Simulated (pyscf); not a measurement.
# Substitution at C: •H₂C–CH₃ (SMILES [CH2]C) + H• (SMILES [H]) -> •H₂C–CH₃ (SMILES [CH2]C) + H• (SMILES [H])

Gas phase, triplet surface, charge 0. Bonds broken: C1–H2. Bonds formed: C1–H3. PySCF, gas phase, ωB97X-D3(BJ)/def2-SVP geometries. Correlated levels are frozen-core, on RHF or UHF. ΔMP2 is the change of the MP2 total energy from the triple- to the quadruple-zeta basis.

Transition state (Å):

```xyz
8

C      0.3068     0.2211     0.4661
H     -0.6558    -0.4782     0.5489
H     -0.0776     0.6849     1.5194
H      0.8416    -0.7560    -0.0107
H      1.3964     0.4867     0.8714
C      0.0197     1.1980    -0.6266
H     -0.9388     1.1787    -1.1517
H      0.7613     1.9497    -0.9092
```

One imaginary mode, 1519i cm⁻¹; descent along it reached the two sides named.

| bond | change | reactant side (Å) | saddle | product side |
|---|---|---|---|---|
| C1–H2 | breaks | 1.102 | 1.193 | 3.9 |
| C1–H3 | forms | 3.8 | 1.213 | 1.110 |

Electronic energies relative to the separated reactants (kcal/mol):

```json
[
 {"level": "ωB97X-D3(BJ)/def2-TZVP", "barrier": "49.6", "reaction energy": "0.0", "reverse barrier": "49.6"},
 {"level": "PBE/def2-TZVP", "barrier": "40.5", "reaction energy": "0.0", "reverse barrier": "40.5"},
 {"level": "r²SCAN/def2-TZVP", "barrier": "41.2", "reaction energy": "0.0", "reverse barrier": "41.2"},
 {"level": "B3LYP-D3(BJ)/def2-TZVP", "barrier": "44.2", "reaction energy": "0.0", "reverse barrier": "44.2"},
 {"level": "PBE0-D3(BJ)/def2-TZVP", "barrier": "44.3", "reaction energy": "0.0", "reverse barrier": "44.3"},
 {"level": "M06-2X/def2-TZVP", "barrier": "50.2", "reaction energy": "0.0", "reverse barrier": "50.2"},
 {"level": "ωB97M-D3(BJ)/def2-TZVP", "barrier": "48.1", "reaction energy": "0.0", "reverse barrier": "48.1"},
 {"level": "HF/def2-TZVP", "barrier": "68.2", "reaction energy": "0.0", "reverse barrier": "68.2"},
 {"level": "MP2/def2-QZVPP", "barrier": "53.9", "reaction energy": "0.0", "reverse barrier": "53.9"},
 {"level": "CCSD/def2-TZVPP", "barrier": "52.2", "reaction energy": "0.0", "reverse barrier": "52.2"},
 {"level": "CCSD(T)/def2-TZVPP", "barrier": "50.8", "reaction energy": "0.0", "reverse barrier": "50.8"},
 {"level": "CCSD(T)/def2-TZVPP + ΔMP2(QZVPP)", "barrier": "50.1", "reaction energy": "0.0", "reverse barrier": "50.1"}
]
```

With CCSD(T)/def2-TZVPP + ΔMP2(QZVPP) energies and thermal terms (ideal gas, 1 atm, RRHO with modes under 100 cm⁻¹ raised to 100, one conformer, R ln 2 for rigid chiral ones), in kcal/mol:

```
T (K)   ΔH‡   ΔG‡   ΔH   ΔG
-----  ----  ----  ---  ---
298    46.3  54.5  0.0  0.0
600    45.8  63.0  0.0  0.0
900    45.7  71.6  0.0  0.0
1200   45.8  80.2  0.0  0.0
```

The same reactants have a lower exit, to CH₄ + CH₂ [triplet] (barrier +39.3 kcal/mol at ωB97M-D3(BJ), against +48.1 kcal/mol here). •H₂C–CH₃ + H• also meet on a surface of lower spin, which isn't treated here. •H₂C–CH₃ + H• also meet on a surface of lower spin, which isn't treated here. This is the saddle that the search found; another between the same sides may lie lower. The angle at the attacked C is 85°: a side-on saddle, likely not the lowest. The CCSD(T) − MP2 part came from Ansatz, without density fitting, on the same reference.
